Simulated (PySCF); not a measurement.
A run for PySCF: R-B3LYP/6-311+G** on CH4 (SMILES C).

```python
from pyscf import gto, scf, dft, mp
from pyscf.data.elements import chemcore

mol = gto.M(
    atom='''
    C     0.00000000    0.00000000    0.00000000
    H     0.00000000    1.08744517    0.00000000
    H    -0.51262657   -0.36248173    0.88789526
    H    -0.51262657   -0.36248173   -0.88789526
    H     1.02525314   -0.36248173    0.00000000
    ''',
    basis='6-311+g**',
    charge=0, spin=0, verbose=3, max_memory=1800)
mf = dft.RKS(mol, xc='b3lyp')
mf.conv_tol = 1e-8
mf.max_cycle = 100
mf.kernel()
if not mf.converged:
    mf = mf.newton().run(mf.mo_coeff, mf.mo_occ)
```

### Question
Give the final energy of this run.

### Answer
-40.5339 hartree.
